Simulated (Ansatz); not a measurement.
System: fluorite SrCl2. Method: PBE-D3(BJ) in Ansatz (PAW).

Numerical settings: plane-wave cutoff 520 eV, 8×8×8 k mesh, Fermi–Dirac smearing 0.01 eV, scalar-relativistic PAW data made under PBE.

Response to compression and expansion:

| V (Å³/atom) | P (GPa) | direct gap at Γ (eV) | smallest gap on the k mesh (eV) |
|---|---|---|---|
| 26.374 | 2.61 | 5.984 | 5.466 |
| 26.935 | 1.64 | 5.892 | 5.481 |
| 27.496 | 0.78 | 5.802 | 5.456 |
| 28.057 | 0.00 | 5.714 | 5.377 |
| 28.618 | -0.69 | 5.629 | 5.299 |
| 29.180 | -1.32 | 5.547 | 5.224 |
| 29.741 | -1.88 | 5.467 | 5.151 |

The fundamental gap (5.38 eV at the equilibrium volume, with added k points) lies elsewhere than Γ–Γ.

Measured, for comparison: band gap 7.5 eV (temperature not stated, no zero-point or thermal correction; as tabulated in Aguado et al. (1999), arXiv:cond-mat/9901145).

Spin–orbit coupling is not included.

Ansatz is an electronic-structure program.
